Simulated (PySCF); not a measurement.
**One shape, several levels: Si2 (disilicon)**

Wanted: a comparison of 6 runs (U-r2SCAN/aug-cc-pVTZ, U-revPBE/aug-cc-pVTZ, UBLYP/aug-cc-pVTZ, UM06-L/aug-cc-pVTZ, UPBE0/aug-cc-pVTZ, UTPSS/aug-cc-pVTZ) of Si2 (disilicon). The job is set up through a Python script.

The calculation is run with PySCF 2.14.0.

4 further runs of the same task are left out: 4 set aside as unsound or not needed.

## 1. Starting point

The species is Si2 (2 atoms), meant as a triplet with charge 0. SMILES: `[Si]=[Si]`. The Si1–Si2 distance was set to 2.500 Å, away from the relaxed value.

Bond lengths: Si1–Si2 2.500 Å.

## 2. A single-point energy at U-r2SCAN/aug-cc-pVTZ (run 1)

File run.py:

```python
from pyscf import gto, dft

mol = gto.Mole()
mol.atom = '''
Si   0.000000   0.000000  -0.326090
Si   0.000000   0.000000   2.174210
'''
mol.spin = 2
mol.max_memory = 1860
mol.verbose = 4
mol.basis = 'aug-cc-pvtz'
mol.build()

mf = dft.UKS(mol, xc='r2scan')
mf.grids.level = 5
mf.conv_tol = 1e-10
mf.kernel()
if not mf.converged:
    mf = mf.newton().run(mf.mo_coeff, mf.mo_occ)

e_final = mf.e_tot
print('E(%s) = %.9f' % ('R2SCAN', e_final))
```

The run is started by

```console
$ OMP_NUM_THREADS=1 python run.py
```

Standard output:

```text
PySCF version 2.14.0

[INPUT] num. atoms = 2
[INPUT] num. electrons = 28
[INPUT] charge = 0
[INPUT] spin (= nelec alpha-beta = 2S) = 2
[INPUT] symmetry False subgroup None
[INPUT] Mole.unit = angstrom
[INPUT] Symbol           X                Y                Z      unit          X                Y                Z       unit  Magmom
[INPUT]  1 Si     0.000000000000   0.000000000000  -0.326090000000 AA    0.000000000000   0.000000000000  -0.616220791959 Bohr   0.0
[INPUT]  2 Si     0.000000000000   0.000000000000   2.174210000000 AA    0.000000000000   0.000000000000   4.108661437291 Bohr   0.0

nuclear repulsion = 41.4825154342759
number of shells = 26
number of NR pGTOs = 150
number of NR cGTOs = 100
basis = aug-cc-pvtz
ecp = {}

[... 37 lines left out ...]
WARN: HOMO -0.17609859170271 >= LUMO -0.176098591702714
[... 38 lines left out ...]
converged SCF energy = -578.806824330818  <S^2> = 2.0119896  2S+1 = 3.0079824
E(R2SCAN) = -578.806824331
```

Run time: 23 s. Hardware: 1 thread of Arm Neoverse V2, shared host; peak memory 0.54 GiB.

## 3. A single-point energy at U-revPBE/aug-cc-pVTZ (run 2)

File run.py:

```python
from pyscf import gto, dft

mol = gto.M(
    atom=[
    ('Si', (0.000000, 0.000000, -0.326090)),
    ('Si', (0.000000, 0.000000, 2.174210)),
],
    max_memory=1860,
    charge=0,
    spin=2,
    basis='aug-cc-pvtz',
    verbose=3,
)

ks = dft.UKS(mol, xc='revpbe')
ks.grids.level = 5
ks.conv_tol = 1e-10
ks.kernel()
if not ks.converged:
    ks = ks.newton().run(ks.mo_coeff, ks.mo_occ)

e_tot = ks.e_tot
print('E(%s) = %.9f' % ('REVPBE', e_tot))
```

The run is started by

```console
$ OMP_NUM_THREADS=1 python run.py
```

Standard output:

```text
WARN: HOMO -0.172362186774823 >= LUMO -0.172362186774827

converged SCF energy = -578.755654025517  <S^2> = 2.0073828  2S+1 = 3.0049178
E(REVPBE) = -578.755654026
```

Wall time 9.6 s (1 thread of Arm Neoverse V2, shared host); peak memory 0.48 GiB.

Runs 3 to 5 aren't shown in full; the table further down has their settings and results.

## 4. A single-point energy at UTPSS/aug-cc-pVTZ (run 6)

File job.py:

```python
from pyscf import gto, dft

system = gto.M(
    atom='''
Si     0.000000     0.000000    -0.326090
Si     0.000000     0.000000     2.174210
''',
    spin=2,
    max_memory=1860,
    verbose=4,
    charge=0,
    basis='aug-cc-pvtz',
)

mf = dft.UKS(system)
mf.xc = 'tpss'
mf.conv_tol = 1e-10
mf.grids.level = 5
mf.kernel()
if not mf.converged:
    mf = mf.newton().run(mf.mo_coeff, mf.mo_occ)

energy = mf.e_tot
print('E = %.10f Eh' % energy)
```

The run is started by

```console
$ OMP_NUM_THREADS=1 python job.py
```

Standard output:

```text
PySCF version 2.14.0

[INPUT] num. atoms = 2
[INPUT] num. electrons = 28
[INPUT] charge = 0
[INPUT] spin (= nelec alpha-beta = 2S) = 2
[INPUT] symmetry False subgroup None
[INPUT] Mole.unit = angstrom
[INPUT] Symbol           X                Y                Z      unit          X                Y                Z       unit  Magmom
[INPUT]  1 Si     0.000000000000   0.000000000000  -0.326090000000 AA    0.000000000000   0.000000000000  -0.616220791959 Bohr   0.0
[INPUT]  2 Si     0.000000000000   0.000000000000   2.174210000000 AA    0.000000000000   0.000000000000   4.108661437291 Bohr   0.0

nuclear repulsion = 41.4825154342759
number of shells = 26
number of NR pGTOs = 150
number of NR cGTOs = 100
basis = aug-cc-pvtz
ecp = {}

[... 35 lines left out ...]
WARN: HOMO -0.174585681349937 >= LUMO -0.174585681349943
[... 38 lines left out ...]
converged SCF energy = -578.904660664735  <S^2> = 2.0095297  2S+1 = 3.0063464
E = -578.9046606647 Eh
```

Run time: 23 s. Hardware: 1 thread of Arm Neoverse V2, shared host; peak memory 0.54 GiB.

## 5. The series

| run | level | energy (Eh) | dipole moment (D) | HOMO energy (eV) | LUMO energy (eV) | wall time |
| --- | --- | --- | --- | --- | --- | --- |
| 1 | U-r2SCAN/aug-cc-pVTZ | -578.806824 | 0.00 | -5.09 | -4.00 | 23 s |
| 2 | U-revPBE/aug-cc-pVTZ | -578.755654 | 0.00 | -4.87 | -4.16 | 9.6 s |
| 3 | UBLYP/aug-cc-pVTZ | -578.878235 | 0.00 | -4.72 | -4.19 | 9.6 s |
| 4 | UM06-L/aug-cc-pVTZ | -578.843605 | 0.00 | -4.84 | -4.14 | 25 s |
| 5 | UPBE0/aug-cc-pVTZ | -578.619879 | 0.00 | -5.79 | -3.37 | 11 s |
| 6 | UTPSS/aug-cc-pVTZ | -578.904661 | 0.00 | -5.00 | -4.13 | 23 s |

## 6. Summary of results

```
                                 quantity          value
                      run 6: total energy  -578.90466 Eh
                     run 6: dipole moment         0.00 D
run 6: HOMO energy (highest over α and β)       -5.00 eV
 run 6: LUMO energy (lowest over α and β)       -4.13 eV
                              run 6: ⟨S²⟩          2.010
```

Totals of different functionals can't be ranked against each other. All runs together took 1.7 min, the longest 25 s.
